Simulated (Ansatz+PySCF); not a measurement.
Values are calculated unless marked as measured or tabulated.
Several solutions for singlet NH3

```yaml
atoms:
  - { symbol: N, position_ang: [0.0000, 0.0000, 0.1216] }
  - { symbol: H, position_ang: [0.9358, 0.0000, -0.2837] }
  - { symbol: H, position_ang: [-0.4679, 0.8105, -0.2837] }
  - { symbol: H, position_ang: [-0.4679, -0.8105, -0.2837] }
```

Basis set: def2-SVP (spherical functions). Charge 0, multiplicity 1.

CASSCF(2,2) was run from several starts with Ansatz (development build ahead of 0.2.0) and PySCF 2.14.0. The starts are those of the Hartree–Fock orbitals from which the active space was taken at the frontier.

```csv
run,program,start,converged,energy (hartree),<S²>
A,Ansatz,search for the lowest state,yes,-56.16655,0.00
B,Ansatz,stability test followed,yes,-56.16655,0.00
C,Ansatz,"atomic start, no search",yes,-56.15965,0.00
D,PySCF,program defaults,yes,-56.15965,0.00
```

Which runs reached the lowest solution of this kind, and what is wrong with the others?

A, B reached the lowest solution found. Converged but too high: C by 0.19 eV, D by 0.19 eV. Convergence only shows a stationary point; in CASSCF the end hangs on which orbitals enter the active space. Caution: other starts end on other solutions of this active space.
